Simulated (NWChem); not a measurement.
Li₂; SMILES [Li][Li]

All runs: NWChem. Medium grid unless said otherwise, to which SCAN and Minnesota functionals are sensitive. Geometry: optimised at B3LYP/6-31G* (spherical d).

Question: Predict the results for M05-2X/def2-TZVP. Quantities: highest occupied level (eV); orbital gap (eV).

Answer: 
```yaml
highest occupied level (eV): -4.38
orbital gap (eV): 3.56
```
